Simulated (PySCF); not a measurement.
Compound: C2H7OP.
Bonds: C1–P2, P2–C3, P2–O4 (double). Hydrogens: H5, H6, H7 on C1; H8 on P2; H9, H10, H11 on C3.

The closed-shell ground state was solved at several levels (PySCF, density fitting, gas phase, non-relativistic). Geometry: PBE0-D3(BJ)/def2-TZVP; no solvent, vibrations or thermal averaging.

```
           level  basis functions  total energy (Eh)  HOMO (eV)  LUMO (eV)  gap (eV)  dipole (D)
wB97X-D/pcSseg-2              249          -497.0723      -9.68       2.03     11.71        4.42
   PBE0/pcSseg-2              249          -496.8122      -7.78       0.34      8.12        4.36
  B97-2/pcSseg-2              249          -497.0883      -7.49       0.37      7.86        4.34
```

(1) What might KT3/pcSseg-2 (249 basis functions) give for the same quantities?

(2) Over all these levels, which gives the widest orbital gap and which the narrowest?

(3) In the pcSseg-2 basis, how does the gap go with the fixed share of exact exchange?

(4) How far do the dipole and the HOMO energy spread over the levels?

## Answers

(1) Total energy -501.9657 Eh, HOMO -6.41 eV, LUMO -0.53 eV, gap 5.88 eV, dipole 4.07 D.

(2) wB97X-D/pcSseg-2 (range-separated hybrid) has the widest, 11.71 eV, and KT3/pcSseg-2 (GGA) the narrowest, 5.88 eV. From the narrowest to the widest the HOMO moves by -3.27 eV and the LUMO by +2.56 eV.

(3) KT3 (0 %) 5.88 eV; B97-2 (21 %) 7.86 eV; PBE0 (25 %) 8.12 eV. Each rise in the share widens the gap here.

(4) The dipole runs from 4.07 to 4.42 D (mean 4.30 D) and the HOMO from -9.68 to -6.41 eV.

The pairwise dispersion term of wB97X-D wasn't added to the energies; at a given geometry it leaves orbitals and properties as they are.
